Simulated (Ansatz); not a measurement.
SiPNH8, closed shell: at a first-order saddle point.

Input (in.yaml):

```yaml
crystal:
  periodic: [false, false, false]
  atoms:
    - {symbol: Si, position_ang: [-1.084088, -0.553674, 0.477256]}
    - {symbol: N, position_ang: [0.749718, -0.441412, 0.781594]}
    - {symbol: H, position_ang: [-1.770715, 0.721953, 0.738748]}
    - {symbol: H, position_ang: [-1.399848, -1.442725, 1.646424]}
    - {symbol: H, position_ang: [-1.400121, -1.337261, -0.728068]}
    - {symbol: H, position_ang: [0.903099, 0.223871, -0.094408]}
    - {symbol: P, position_ang: [-0.034139, 1.194813, -1.670551]}
    - {symbol: H, position_ang: [1.001213, -0.004092, 1.666138]}
    - {symbol: H, position_ang: [1.241810, -1.328886, 0.698370]}
    - {symbol: H, position_ang: [0.700262, 2.300023, -1.148773]}
    - {symbol: H, position_ang: [1.093008, 0.667290, -2.366732]}
basis:
  gaussian: {orbitals: def2-TZVPP}
correlation: {method: ccsd_t}
```

Command:

```bash
ansatz run in.yaml --threads 4 --pin off --events-out ev --progress --plain --max-ram 9574MiB
```

What Ansatz 0.2.0 printed:

```
Functional definition: HF
  name "HF"
  cite "Fock, Z. Phys. 61, 126 (1930) doi:10.1007/BF01340294"
  parent pbe
  exchange = exact_x
  correlation = 0
1276 factors; integrals over basis functions are off by at most 8.6e-4 eV
mean field evaluation 1: about -18739.1747 eV, gradient 2.8e1 eV
mean field evaluation 2: about -18739.4010 eV, gradient 2.8e1 eV
mean field evaluation 4: about -18741.7077 eV, gradient 3.5e0 eV
mean field evaluation 8: about -18741.7597 eV, gradient 2.6e-1 eV
mean field evaluation 16: about -18741.7605 eV, gradient 2.6e-6 eV
mean field -18741.76046040 eV, -688.7469932980 hartree, gradient 2.6e-6 eV, S^2 0.000000; 0 other end points of the search recorded, 0 dependent functions left out
11 core orbitals not correlated: weight in the atoms' cores, before any rotation towards them, 1.000 or more for the frozen orbitals, at most 0.000 for the correlated occupied ones
reference -18741.76046040 eV, -688.7469932980 hartree; 11, 11 occupied and 205, 205 virtual orbitals, 1276 factors
second order -14.91560988 eV of doubles, -0.00000000 eV of singles
cycle   1  -15.84586892 eV  change   -9.3e-1 eV  update   9.0e-2
cycle   2  -16.30578354 eV  change   -4.6e-1 eV  update   2.8e-2
cycle   3  -16.37148203 eV  change   -6.6e-2 eV  update   1.4e-2
cycle   4  -16.36525428 eV  change    6.2e-3 eV  update   4.6e-3
cycle   5  -16.36373930 eV  change    1.5e-3 eV  update   2.6e-3
cycle   6  -16.36350547 eV  change    2.3e-4 eV  update   1.0e-3
cycle   7  -16.36335994 eV  change    1.5e-4 eV  update   4.4e-4
cycle   8  -16.36347739 eV  change   -1.2e-4 eV  update   1.5e-4
cycle   9  -16.36351839 eV  change   -4.1e-5 eV  update   4.5e-5
cycle  10  -16.36350317 eV  change    1.5e-5 eV  update   1.8e-5
perturbative correction -0.63655092 eV, -0.0233928148 hartree
Total energy: -18758.76051449 eV, -689.3717337628 hartree
```

The run took 59 s on 4 CPU threads of an Arm Neoverse V1 (shared host), with 3.5 GiB of host memory at its peak.
